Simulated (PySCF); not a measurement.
**Identify the compound**

The spectra below were simulated for a compound C₃H₂O.

¹H NMR (600 MHz, computed): δ 9.37 (s, 1H), 3.20 (s, 1H).

¹³C{¹H} NMR (computed): δ 180.5 (CH), 88.1 (CH), 84.6 (C).

All values are calculated (PySCF 2.14.0 with density-fitted response routines): B3LYP/pcJ-1 coupling constants, shieldings: GIAO B97-2/pcSseg-2, geometry from PBE0-D3(BJ)/def2-SVP. One computed conformer, in vacuum, relativity neglected.

Scale: TMS for ¹H, ¹³C (reference shieldings calculated alike).

**Question.** Propose a structure and justify it.

**Answer.** 
- The formula gives 3 degrees of unsaturation (no ring in the answer).
- 3 carbon signals for 3 carbons: no two carbons are equivalent.
- Carbon types of the structure: 1 × C, 2 × CH, which accounts for all hydrogens.
- δC 180.5: aldehyde carbonyl carbon; the double bond to the heteroatom, with no lone-pair donor beside it, deshields it most.
- δC 88.1: terminal alkyne carbon; sp carbons lie upfield of alkene carbons because the cylindrical π system leaves one tensor component strongly shielded.
- δC 84.6: alkyne carbon; sp carbons lie upfield of alkene carbons because the cylindrical π system leaves one tensor component strongly shielded.
- δH 9.37: hydrogen on an aldehyde carbonyl carbon; the formyl region, downfield of aromatic protons.
- δH 3.20: hydrogen on a terminal alkyne carbon; it lies on the axis of the triple bond, in its shielding cone.

The compound is SMILES C#CC=O.

Shifts are as computed. Against solution values, carbons near 30 ppm lie about +4 ppm off and those near 130 ppm about +7 ppm. Of 1211 compounds with measured shifts, 218 miss one by over three times the rms of a fit or turn the order of signals round; such compounds aren't used in these exercises.
